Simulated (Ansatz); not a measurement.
Born–Oppenheimer molecular dynamics of BH₃Si₂ (6 atoms, charge 0, multiplicity 1). It starts from a relaxed structure.

Computed with Ansatz 0.2.0, UKS PBE/6-31G.

| Item | Value |
| --- | --- |
| ensemble | NVT, Langevin thermostat |
| time step | 0.5 fs |
| steps asked | 360 |
| set temperature | 1000 K |
| friction | 0.02 /fs |
| temperature schedule | 90 steps to 1000 K, then 270 steps to 2000 K |
| seed | 325743 |

Frames 1 fs apart, positions in Å, forces in eV/Å.

Velocities at 110 fs (Å/ps):

```
B -5.41 -11.62 15.56
Si -7.27 -13.75 -1.16
Si -1.09 -8.89 -2.85
H 5.54 23.15 46.88
H -30.70 -2.80 -1.07
H 50.89 83.67 52.39
```

```xyz
6
Properties=species:S:1:pos:R:3:forces:R:3 time_fs=110 energy_less_start_eV=0.534 T=1997
B -0.815 0.203 -1.056 -2.25 0.61 -0.79
Si -0.130 -1.096 0.225 0.95 0.80 0.58
Si 1.618 -0.451 1.482 -0.38 -0.57 -0.40
H -1.808 -0.306 -1.761 1.62 0.94 0.54
H -0.651 1.488 -0.997 -0.05 -1.78 -0.10
H 2.585 -1.510 2.035 0.10 0.01 0.17
6
Properties=species:S:1:pos:R:3:forces:R:3 time_fs=111 energy_less_start_eV=0.451 T=2164
B -0.823 0.192 -1.043 -1.90 0.97 -0.50
Si -0.136 -1.109 0.225 1.11 0.65 0.72
Si 1.615 -0.461 1.479 -0.48 -0.45 -0.47
H -1.792 -0.282 -1.708 1.08 0.58 0.12
H -0.684 1.473 -1.000 0.09 -1.68 -0.03
H 2.634 -1.430 2.090 0.10 -0.07 0.16
6
Properties=species:S:1:pos:R:3:forces:R:3 time_fs=112 energy_less_start_eV=0.393 T=1949
B -0.833 0.183 -1.031 -1.12 1.19 0.08
Si -0.144 -1.121 0.225 1.23 0.51 0.83
Si 1.611 -0.472 1.478 -0.50 -0.39 -0.50
H -1.766 -0.251 -1.652 0.12 0.03 -0.57
H -0.714 1.440 -0.998 0.24 -1.25 0.03
H 2.678 -1.355 2.140 0.03 -0.08 0.12
6
Properties=species:S:1:pos:R:3:forces:R:3 time_fs=113 energy_less_start_eV=0.434 T=1884
B -0.847 0.178 -1.018 0.01 1.29 0.84
Si -0.152 -1.133 0.223 1.32 0.39 0.93
Si 1.606 -0.482 1.477 -0.45 -0.38 -0.48
H -1.742 -0.217 -1.606 -1.16 -0.63 -1.41
H -0.731 1.401 -0.992 0.39 -0.62 0.10
H 2.720 -1.284 2.188 -0.11 -0.05 0.03
6
Properties=species:S:1:pos:R:3:forces:R:3 time_fs=114 energy_less_start_eV=0.551 T=1835
B -0.859 0.176 -1.004 1.01 1.10 1.47
Si -0.159 -1.146 0.219 1.37 0.28 1.00
Si 1.599 -0.494 1.477 -0.30 -0.40 -0.41
H -1.730 -0.186 -1.571 -2.28 -1.16 -2.11
H -0.737 1.363 -0.992 0.53 0.17 0.16
H 2.764 -1.215 2.230 -0.33 0.02 -0.10
6
Properties=species:S:1:pos:R:3:forces:R:3 time_fs=115 energy_less_start_eV=0.637 T=1808
B -0.866 0.178 -0.988 1.08 0.31 1.51
Si -0.167 -1.159 0.216 1.38 0.16 1.04
Si 1.591 -0.505 1.475 0.00 -0.46 -0.24
H -1.737 -0.169 -1.553 -2.48 -1.27 -2.18
H -0.736 1.327 -0.991 0.69 1.14 0.19
H 2.816 -1.148 2.276 -0.67 0.12 -0.32
6
Properties=species:S:1:pos:R:3:forces:R:3 time_fs=116 energy_less_start_eV=0.659 T=1575
B -0.871 0.182 -0.971 0.11 -0.91 0.88
Si -0.174 -1.172 0.215 1.33 0.04 1.03
Si 1.582 -0.516 1.472 0.36 -0.49 0.00
H -1.769 -0.159 -1.557 -1.62 -0.94 -1.55
H -0.734 1.300 -0.981 0.84 2.08 0.20
H 2.863 -1.094 2.322 -1.02 0.21 -0.56
6
Properties=species:S:1:pos:R:3:forces:R:3 time_fs=117 energy_less_start_eV=0.669 T=1384
B -0.876 0.185 -0.952 -1.22 -1.73 -0.05
Si -0.180 -1.182 0.213 1.27 -0.10 1.03
Si 1.574 -0.526 1.468 0.64 -0.45 0.20
H -1.819 -0.158 -1.579 -0.30 -0.44 -0.61
H -0.732 1.290 -0.965 0.88 2.48 0.19
H 2.901 -1.043 2.362 -1.28 0.22 -0.75
6
Properties=species:S:1:pos:R:3:forces:R:3 time_fs=118 energy_less_start_eV=0.692 T=1154
B -0.883 0.187 -0.934 -2.09 -1.59 -0.78
Si -0.184 -1.192 0.209 1.24 -0.24 1.05
Si 1.567 -0.535 1.467 0.78 -0.36 0.29
H -1.870 -0.156 -1.602 0.69 -0.07 0.12
H -0.721 1.301 -0.940 0.79 2.07 0.17
H 2.927 -0.991 2.387 -1.42 0.18 -0.85
6
Properties=species:S:1:pos:R:3:forces:R:3 time_fs=119 energy_less_start_eV=0.712 T=1040
B -0.890 0.190 -0.918 -2.44 -0.73 -1.20
Si -0.185 -1.200 0.205 1.20 -0.37 1.06
Si 1.560 -0.543 1.467 0.86 -0.24 0.32
H -1.916 -0.139 -1.616 1.27 0.11 0.56
H -0.700 1.329 -0.913 0.60 1.12 0.15
H 2.941 -0.938 2.403 -1.49 0.10 -0.89
6
Properties=species:S:1:pos:R:3:forces:R:3 time_fs=120 energy_less_start_eV=0.735 T=934
B -0.899 0.191 -0.902 -2.51 0.20 -1.39
Si -0.186 -1.210 0.204 1.16 -0.45 1.06
Si 1.555 -0.549 1.464 0.88 -0.13 0.31
H -1.954 -0.124 -1.614 1.59 0.21 0.80
H -0.675 1.362 -0.890 0.37 0.14 0.12
H 2.946 -0.887 2.404 -1.49 0.02 -0.88
6
Properties=species:S:1:pos:R:3:forces:R:3 time_fs=121 energy_less_start_eV=0.707 T=1120
B -0.911 0.190 -0.885 -2.27 1.02 -1.42
Si -0.187 -1.219 0.203 1.15 -0.51 1.07
Si 1.551 -0.555 1.460 0.76 0.00 0.20
H -1.971 -0.112 -1.599 1.61 0.22 0.84
H -0.644 1.389 -0.875 0.13 -0.65 0.09
H 2.933 -0.836 2.386 -1.37 -0.08 -0.78
```

Of the whole run (180 fs, mean temperature of the second half 1531 K): The schedule's set-point averaged 1667 K over the second half and the system 1531 K. A run of 0.18 ps of so small a system gives no equilibrium averages. Limits of this set-up: no polarisation functions.

The run took 10 min on 1 thread of Arm Neoverse V2, on a shared host, peak memory 0.097 GiB.
